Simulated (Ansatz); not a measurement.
```yaml
crystal:
  periodic: [false, false, false]
  atoms:
    - {symbol: Cu, position_ang: [-0.361574, 0.000220, -0.001112]}
    - {symbol: C, position_ang: [1.547210, -0.000942, 0.004760]}
    - {symbol: H, position_ang: [2.179989, 0.889700, 0.004121]}
    - {symbol: H, position_ang: [2.178889, -0.892352, 0.009290]}
basis:
  gaussian: {orbitals: def2-TZVP}
total_charge: 1
hamiltonian: {xc: pbe0}
relax: {f_tol: 0.004, max_steps: 80}
```

```sh
$ ansatz run in.yaml --threads 1 --pin off --events-out ev --progress --plain --max-ram 2176MiB
```

Steps of the relaxation (energy above the last step; positions in Å, forces in eV/Å):

```
4
step 1, 24.5 meV
Cu   -0.362    0.000   -0.001    0.707    0.000    0.002
C     1.547   -0.001    0.005   -0.627    0.000   -0.002
H     2.180    0.890    0.004   -0.040    0.161   -0.001
H     2.179   -0.892    0.009   -0.040   -0.161    0.000
```

```
4
step 2, 8.3 meV
Cu   -0.339    0.000   -0.001    0.445    0.000    0.001
C     1.546   -0.001    0.005   -0.400    0.000   -0.001
H     2.170    0.899    0.004   -0.023    0.027    0.000
H     2.168   -0.901    0.009   -0.023   -0.027    0.000
```

```
4
step 3, 0.1 meV
Cu   -0.308    0.000   -0.001   -0.048    0.000    0.000
C     1.538   -0.001    0.005    0.020    0.000    0.000
H     2.158    0.902    0.004    0.014   -0.005    0.000
H     2.157   -0.904    0.009    0.014    0.005    0.000
```

```
4
step 6, 0.0 meV
Cu   -0.311    0.000   -0.001    0.000    0.000    0.000
C     1.538   -0.001    0.005    0.000    0.000    0.000
H     2.159    0.901    0.004    0.000    0.000    0.000
H     2.158   -0.903    0.009    0.000    0.000    0.000
```

Close pairs at the end: C2–H4 1.095 Å, C2–H3 1.095 Å, Cu1–C2 1.849 Å.

A stationary point of restricted PBE0 after 6 steps (its stability towards spin polarisation wasn't tested); no frequencies were run, so it isn't proven a minimum. 16 s on 1 thread of Arm Neoverse V2, shared host.
